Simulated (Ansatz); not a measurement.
Two isomers of C4H7NO: A = `C#CCNCO`, B = `COCCC#N`.

Computed with Ansatz on PBE0-D4/def2-TZVP structures; ΔE is electronic, products minus reactants. CBS: MP2 limit from def2 TZ/QZ plus the TZ coupled-cluster correction, frozen cores. DFT in def2-TZVPP. B3LYP here is the variant with VWN-RPA as its local correlation; programs differ in this. Each species was taken in one conformer, which may not be the lowest.

Problem. Which is lower in electronic energy at CCSD(T)/CBS, and by how much? (Estimate.)

Solution. Computed: B, by 130.8 kJ/mol.

Problem. Give E(B) − E(A) in kJ/mol with B3LYP, PBE-D4, CCSD(T)/def2-TZVPP, B3LYP-D4, r2SCAN-D4, B2PLYP, CCSD/def2-TZVPP. (Best estimate.)

Solution. Ansatz gave: B3LYP -138.5, PBE-D4 -130.6, CCSD(T)/def2-TZVPP -140.4, B3LYP-D4 -136.7, r2SCAN-D4 -135.8, B2PLYP -140.6, CCSD/def2-TZVPP -142.0. None reverses the order clearly.

Largest T1 diagnostic: 0.012.

In def2-TZVPP, CCSD(T) changes the Hartree–Fock value by +14.3 kJ/mol (the triples alone add +1.6 kJ/mol) and MP2 by +16.0 kJ/mol.
